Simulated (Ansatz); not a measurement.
**Molecular dynamics of ClH6NSi**

input.yaml

```yaml
crystal:
  periodic: [false, false, false]
  atoms:
    - { symbol: Si, position_ang: [-0.461224, 0.617571, -0.188237] }
    - { symbol: "N", position_ang: [0.344366, -0.924504, 0.583126] }
    - { symbol: H, position_ang: [-1.576248, 0.22564, -1.089387] }
    - { symbol: H, position_ang: [-1.173347, 1.083792, 1.053762] }
    - { symbol: Cl, position_ang: [0.639438, 2.376771, -0.538485] }
    - { symbol: H, position_ang: [0.652475, -0.918033, -0.623982] }
    - { symbol: H, position_ang: [0.609247, -0.173866, -1.439579] }
    - { symbol: H, position_ang: [1.192628, -0.707789, 1.113993] }
    - { symbol: H, position_ang: [-0.227332, -1.579482, 1.128691] }
basis:
  gaussian: { orbitals: def2-SVP }
hamiltonian:
  xc: b3lyp
md:
  timestep: 0.5
  n_steps: 200
  ensemble: nve
  temperature: 300.0
  initial_velocities: maxwell_boltzmann
  seed: 2381
```

Run as:

```bash
$ ansatz run input.yaml --threads 2 --pin off --max-ram 3072MiB --backend cpu --events-out ev --progress --plain --runs-dir out
```

It starts at the highest image of a converged band. Of that band: Neighbouring images differ by up to 1.7 eV, so the band resolves the path poorly. A vibrational analysis at the climbing image gives one clearly imaginary mode, 1487i cm⁻¹: a first-order saddle point.

Output, in part (one step line in 4, the closing report, with atoms numbered from 0):

```
md step     0: t =     0.00 fs  T =   300.0 K  F+E_penalty+E_count = -21980.63936037 eV  E_kin = 0.271446 eV  conserved = -21980.36791438 eV  (24 SCF iters)
md step     4: t =     2.00 fs  T =   210.2 K  F+E_penalty+E_count = -21980.55676779 eV  E_kin = 0.190149 eV  conserved = -21980.36661896 eV  (25 SCF iters)
md step     8: t =     4.00 fs  T =   158.5 K  F+E_penalty+E_count = -21980.51017893 eV  E_kin = 0.143431 eV  conserved = -21980.36674837 eV  (24 SCF iters)
md step    12: t =     6.00 fs  T =   144.6 K  F+E_penalty+E_count = -21980.49789791 eV  E_kin = 0.130809 eV  conserved = -21980.36708878 eV  (25 SCF iters)
md step    16: t =     8.00 fs  T =   134.7 K  F+E_penalty+E_count = -21980.48845416 eV  E_kin = 0.121885 eV  conserved = -21980.36656885 eV  (26 SCF iters)
md step    20: t =    10.00 fs  T =   189.6 K  F+E_penalty+E_count = -21980.53876592 eV  E_kin = 0.171540 eV  conserved = -21980.36722607 eV  (25 SCF iters)
md step    24: t =    12.00 fs  T =   235.1 K  F+E_penalty+E_count = -21980.57886689 eV  E_kin = 0.212724 eV  conserved = -21980.36614257 eV  (25 SCF iters)
md step    28: t =    14.00 fs  T =   469.9 K  F+E_penalty+E_count = -21980.79240295 eV  E_kin = 0.425174 eV  conserved = -21980.36722882 eV  (25 SCF iters)
md step    32: t =    16.00 fs  T =   713.0 K  F+E_penalty+E_count = -21981.01275386 eV  E_kin = 0.645160 eV  conserved = -21980.36759372 eV  (25 SCF iters)
md step    36: t =    18.00 fs  T =   864.7 K  F+E_penalty+E_count = -21981.15065439 eV  E_kin = 0.782357 eV  conserved = -21980.36829743 eV  (24 SCF iters)
md step    40: t =    20.00 fs  T =   824.0 K  F+E_penalty+E_count = -21981.11291667 eV  E_kin = 0.745569 eV  conserved = -21980.36734742 eV  (24 SCF iters)
md step    44: t =    22.00 fs  T =   851.4 K  F+E_penalty+E_count = -21981.13667069 eV  E_kin = 0.770400 eV  conserved = -21980.36627114 eV  (23 SCF iters)
md step    48: t =    24.00 fs  T =  1131.5 K  F+E_penalty+E_count = -21981.39240694 eV  E_kin = 1.023797 eV  conserved = -21980.36861014 eV  (24 SCF iters)
md step    52: t =    26.00 fs  T =  1176.8 K  F+E_penalty+E_count = -21981.43230282 eV  E_kin = 1.064748 eV  conserved = -21980.36755523 eV  (24 SCF iters)
md step    56: t =    28.00 fs  T =  1117.4 K  F+E_penalty+E_count = -21981.37834024 eV  E_kin = 1.011061 eV  conserved = -21980.36727915 eV  (24 SCF iters)
md step    60: t =    30.00 fs  T =  1081.6 K  F+E_penalty+E_count = -21981.34549349 eV  E_kin = 0.978638 eV  conserved = -21980.36685584 eV  (24 SCF iters)
md step    64: t =    32.00 fs  T =  1170.9 K  F+E_penalty+E_count = -21981.42631719 eV  E_kin = 1.059468 eV  conserved = -21980.36684964 eV  (25 SCF iters)
md step    68: t =    34.00 fs  T =  1347.0 K  F+E_penalty+E_count = -21981.58765336 eV  E_kin = 1.218814 eV  conserved = -21980.36883924 eV  (25 SCF iters)
md step    72: t =    36.00 fs  T =  1223.6 K  F+E_penalty+E_count = -21981.47417761 eV  E_kin = 1.107108 eV  conserved = -21980.36706967 eV  (25 SCF iters)
md step    76: t =    38.00 fs  T =  1153.8 K  F+E_penalty+E_count = -21981.41095584 eV  E_kin = 1.043956 eV  conserved = -21980.36699969 eV  (25 SCF iters)
md step    80: t =    40.00 fs  T =  1194.2 K  F+E_penalty+E_count = -21981.44861546 eV  E_kin = 1.080505 eV  conserved = -21980.36811083 eV  (24 SCF iters)
md step    84: t =    42.00 fs  T =  1092.2 K  F+E_penalty+E_count = -21981.35547476 eV  E_kin = 0.988252 eV  conserved = -21980.36722236 eV  (29 SCF iters)
md step    88: t =    44.00 fs  T =   980.1 K  F+E_penalty+E_count = -21981.25405518 eV  E_kin = 0.886782 eV  conserved = -21980.36727303 eV  (28 SCF iters)
md step    92: t =    46.00 fs  T =   961.7 K  F+E_penalty+E_count = -21981.23586337 eV  E_kin = 0.870122 eV  conserved = -21980.36574110 eV  (28 SCF iters)
md step    96: t =    48.00 fs  T =  1231.7 K  F+E_penalty+E_count = -21981.48305427 eV  E_kin = 1.114439 eV  conserved = -21980.36861504 eV  (28 SCF iters)
md step   100: t =    50.00 fs  T =  1278.4 K  F+E_penalty+E_count = -21981.52464053 eV  E_kin = 1.156698 eV  conserved = -21980.36794242 eV  (29 SCF iters)
md step   104: t =    52.00 fs  T =  1221.1 K  F+E_penalty+E_count = -21981.47120416 eV  E_kin = 1.104916 eV  conserved = -21980.36628781 eV  (29 SCF iters)
md step   108: t =    54.00 fs  T =  1417.7 K  F+E_penalty+E_count = -21981.65077839 eV  E_kin = 1.282785 eV  conserved = -21980.36799363 eV  (29 SCF iters)
md step   112: t =    56.00 fs  T =  1613.1 K  F+E_penalty+E_count = -21981.82719258 eV  E_kin = 1.459529 eV  conserved = -21980.36766370 eV  (29 SCF iters)
md step   116: t =    58.00 fs  T =  1694.9 K  F+E_penalty+E_count = -21981.90178326 eV  E_kin = 1.533595 eV  conserved = -21980.36818796 eV  (28 SCF iters)
md step   120: t =    60.00 fs  T =  1643.5 K  F+E_penalty+E_count = -21981.85308865 eV  E_kin = 1.487043 eV  conserved = -21980.36604602 eV  (28 SCF iters)
md step   124: t =    62.00 fs  T =  1857.7 K  F+E_penalty+E_count = -21982.04835254 eV  E_kin = 1.680875 eV  conserved = -21980.36747799 eV  (28 SCF iters)
md step   128: t =    64.00 fs  T =  2036.0 K  F+E_penalty+E_count = -21982.21098186 eV  E_kin = 1.842207 eV  conserved = -21980.36877483 eV  (28 SCF iters)
md step   132: t =    66.00 fs  T =  1952.7 K  F+E_penalty+E_count = -21982.13410668 eV  E_kin = 1.766851 eV  conserved = -21980.36725612 eV  (28 SCF iters)
md step   136: t =    68.00 fs  T =  1922.7 K  F+E_penalty+E_count = -21982.10680432 eV  E_kin = 1.739655 eV  conserved = -21980.36714913 eV  (28 SCF iters)
md step   140: t =    70.00 fs  T =  1980.9 K  F+E_penalty+E_count = -21982.15997549 eV  E_kin = 1.792354 eV  conserved = -21980.36762131 eV  (29 SCF iters)
md step   144: t =    72.00 fs  T =  1993.1 K  F+E_penalty+E_count = -21982.17187396 eV  E_kin = 1.803376 eV  conserved = -21980.36849841 eV  (27 SCF iters)
md step   148: t =    74.00 fs  T =  1769.5 K  F+E_penalty+E_count = -21981.96745290 eV  E_kin = 1.601086 eV  conserved = -21980.36636693 eV  (29 SCF iters)
md step   152: t =    76.00 fs  T =  1749.9 K  F+E_penalty+E_count = -21981.95023987 eV  E_kin = 1.583357 eV  conserved = -21980.36688312 eV  (29 SCF iters)
md step   156: t =    78.00 fs  T =  1881.4 K  F+E_penalty+E_count = -21982.07027470 eV  E_kin = 1.702328 eV  conserved = -21980.36794702 eV  (27 SCF iters)
md step   160: t =    80.00 fs  T =  1872.8 K  F+E_penalty+E_count = -21982.06212552 eV  E_kin = 1.694539 eV  conserved = -21980.36758686 eV  (27 SCF iters)
md step   164: t =    82.00 fs  T =  1818.1 K  F+E_penalty+E_count = -21982.01237463 eV  E_kin = 1.645028 eV  conserved = -21980.36734637 eV  (26 SCF iters)
md step   168: t =    84.00 fs  T =  1838.2 K  F+E_penalty+E_count = -21982.02970762 eV  E_kin = 1.663206 eV  conserved = -21980.36650191 eV  (26 SCF iters)
md step   172: t =    86.00 fs  T =  2038.4 K  F+E_penalty+E_count = -21982.21326456 eV  E_kin = 1.844430 eV  conserved = -21980.36883490 eV  (25 SCF iters)
md step   176: t =    88.00 fs  T =  1973.2 K  F+E_penalty+E_count = -21982.15285899 eV  E_kin = 1.785429 eV  conserved = -21980.36743047 eV  (27 SCF iters)
md step   180: t =    90.00 fs  T =  1872.4 K  F+E_penalty+E_count = -21982.06026211 eV  E_kin = 1.694152 eV  conserved = -21980.36610978 eV  (23 SCF iters)
md step   184: t =    92.00 fs  T =  2016.0 K  F+E_penalty+E_count = -21982.19224214 eV  E_kin = 1.824148 eV  conserved = -21980.36809403 eV  (24 SCF iters)
md step   188: t =    94.00 fs  T =  2060.8 K  F+E_penalty+E_count = -21982.23204034 eV  E_kin = 1.864678 eV  conserved = -21980.36736270 eV  (24 SCF iters)
md step   192: t =    96.00 fs  T =  2022.8 K  F+E_penalty+E_count = -21982.19892521 eV  E_kin = 1.830291 eV  conserved = -21980.36863379 eV  (24 SCF iters)
md step   196: t =    98.00 fs  T =  1823.6 K  F+E_penalty+E_count = -21982.01599911 eV  E_kin = 1.650027 eV  conserved = -21980.36597223 eV  (24 SCF iters)
md step   200: t =   100.00 fs  T =  1901.2 K  F+E_penalty+E_count = -21982.08808979 eV  E_kin = 1.720261 eV  conserved = -21980.36782869 eV  (25 SCF iters)
Total energy: -21982.08838710 eV, -807.8268482311 hartree
Atom 0 at    -0.779902     1.176627    -0.689591 Å, force    -0.396501     2.589755     0.821083 eV/Å
Atom 1 at     0.909988    -2.817610     1.525827 Å, force     0.533211    -0.004610     0.229269 eV/Å
Atom 2 at    -2.004963     1.778409    -1.329287 Å, force     0.398267    -0.361968    -0.282071 eV/Å
Atom 3 at    -1.168581     1.022811     0.704726 Å, force    -0.097825    -0.198427     0.648164 eV/Å
Atom 4 at     0.655913     2.803344    -0.605946 Å, force    -0.554682    -1.142574    -0.333894 eV/Å
Atom 5 at     0.789737    -3.833997     1.332811 Å, force     0.208231     0.844386     0.399225 eV/Å
Atom 6 at    -0.366403    -0.105533    -1.145019 Å, force     0.660223    -0.917222    -0.829770 eV/Å
Atom 7 at     1.897876    -2.564505     1.271034 Å, force    -1.114564    -0.398247     0.516188 eV/Å
Atom 8 at     0.769621    -2.639104     2.550875 Å, force     0.363639    -0.411092    -1.168194 eV/Å
Dipole moment:     0.031123    -0.537651     0.105108 e Å
```

The run went to its last step. The conserved energy stayed within 0.27 meV per atom of its start (net change 0.0094 meV per atom), so the integration is sound. The kinetic energy rose, since the run started high on the potential surface and went downhill. It ends in pieces (ClH3Si + H3N), so much of that is their flight and rotation, not heat. A run of 0.1 ps of so small a system gives no equilibrium averages. The orbitals stay closed-shell, which can raise the energy where a bond breaks towards radicals; this wasn't checked here.

Between its relaxed ends the band would form Si1–H7, N2–H6 and break Si1–N2, H6–H7. These pairs go: Si1–H7 1.83 → 1.42 Å, N2–H6 1.25 → 1.04 Å, Si1–N2 1.90 → 4.87 Å, H6–H7 1.10 → 4.62 Å. In the last frame they stand as after the step (other bonds may differ from the relaxed reactants and products). It ends as ClH3Si + H3N. Pairs count as bonded within 1.25 times the sum of covalent radii (0.12 Å more for H–H).

Last frame:

```xyz
9
Properties=species:S:1:pos:R:3
Si -0.780 1.177 -0.690
N 0.910 -2.818 1.526
H -2.005 1.778 -1.329
H -1.169 1.023 0.705
Cl 0.656 2.803 -0.606
H 0.790 -3.834 1.333
H -0.366 -0.105 -1.145
H 1.898 -2.564 1.271
H 0.770 -2.639 2.551
```

The run took 6.5 min on 2 threads of Intel(R) Xeon(R) Platinum 8259CL CPU @ 2.50GHz (Skylake/Cascade Lake), on a shared host, peak memory 0.2 GiB.
